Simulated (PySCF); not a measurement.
acetone (C3H6O), SMILES CC(=O)C.

Coordinates come from a PBE-D3(BJ)/def2-SVP optimisation.

The numbers are results of PBE-D3(BJ)/def2-SVP (PySCF 2.14.0), not measurements.

No scaling factor is applied to the harmonic values.

| mode | ν (cm⁻¹) | IR (km/mol) | moving atoms (share of kinetic energy) |
|---|---|---|---|
| 1 | 16 | 0.0 | H 99 % |
| 2 | 135 | 0.6 | H 88 %, O 8 % |
| 3 | 373 | 1.1 | C 45 %, H 43 %, O 12 % |
| 4 | 473 | 0.0 | H 49 %, C 44 % |
| 5 | 522 | 12.4 | O 42 %, C 33 %, H 25 % |
| 6 | 779 | 1.9 | C 64 %, H 24 %, O 12 % |
| 7 | 826 | 0.0 | H 81 %, C 19 % |
| 8 | 844 | 6.7 | H 62 %, C 37 % |
| 9 | 1031 | 0.1 | H 59 %, C 29 %, O 11 % |
| 10 | 1060 | 4.6 | C 54 %, H 44 % |
| 11 | 1189 | 54.8 | C 58 %, H 41 % |
| 12 | 1302 | 21.5 | H 79 %, C 21 % |
| 13 | 1318 | 94.1 | H 55 %, C 45 % |
| 14 | 1374 | 1.2 | H 97 % |
| 15 | 1386 | 0.0 | H 95 % |
| 16 | 1386 | 22.2 | H 94 % |
| 17 | 1408 | 21.4 | H 96 % |
| 18 | 1780 | 157.9 | C 63 %, O 35 % |
| 19 | 2968 | 0.9 | H 97 % |
| 20 | 2974 | 3.3 | H 97 % |
| 21 | 3049 | 0.0 | H 91 %, C 9 % |
| 22 | 3055 | 9.1 | H 91 %, C 9 % |
| 23 | 3108 | 6.0 | H 90 %, C 10 % |
| 24 | 3108 | 3.2 | H 90 %, C 10 % |
